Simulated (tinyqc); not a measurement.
UHF in the sto-3g basis, for CH+, spin multiplicity 1, step by step. This run ends on a higher stationary point, not on the lowest solution. Computed by tinyqc, a small Python program that keeps every step (integrals from PySCF). Settings: charge = 1, multiplicity = 1, basis = sto-3g, energy threshold = 1e-09, iteration cap = 80, orthogonalisation = symmetric, start = core, DIIS depth = 4, method = UHF, break = 0.4. Command: `OMP_NUM_THREADS=1 python tinyqc.py 27070 27071 out.jsonl` (the two numbers bound the seeds that draw the settings). One thread of a shared host (Intel(R) Xeon(R) Processor @ 2.60GHz), about 0.3 s of CPU time with the checks.

Geometry (angstrom):
```
atom         x         y         z
C     0.000000  0.000000  0.000000
H     0.000000  0.000000  1.993000
```

Stop when the energy changes by less than 1e-09 hartree and every element of the error matrix X^T (F D S - S D F) X (for each spin) is below 9e-06.

Course of the cycle:
```
iteration   E (hartree)     change  largest element of the error matrix
1          -37.12629997          -                             8.22e-02
2          -37.31335260  -1.87e-01                             2.43e-02
3          -37.31776377  -4.41e-03                             6.32e-03
4          -37.31823664  -4.73e-04                             3.88e-03
5          -37.31853609  -2.99e-04                             2.89e-03
6          -37.31890870  -3.73e-04                             8.39e-04
7          -37.31891963  -1.09e-05                             5.31e-04
8          -37.31892726  -7.63e-06                             1.99e-04
9          -37.31892854  -1.27e-06                             2.74e-05
10         -37.31892854  -4.88e-09                             9.07e-06
11         -37.31892854  -1.44e-09                             5.41e-06
12         -37.31892854  -6.66e-10                             7.08e-07
```

Can the last value be used, and what does the course show?

No, though the log alone does not show it. Converged in 12 iterations. But the solution lies 0.03907 hartree above the reference: it is another stationary point, not the lowest one. Reruns (cap 100 unless said): DIIS 8: converged in 10 to a higher stationary point; damping 0.5: converged in 77 to a higher stationary point; level shift 0.5: converged in 64 to a higher stationary point; atomic densities as start, DIIS 8: converged in 7 to a higher stationary point. PySCF UHF in the same basis, after a stability check = -37.35800007 hartree.
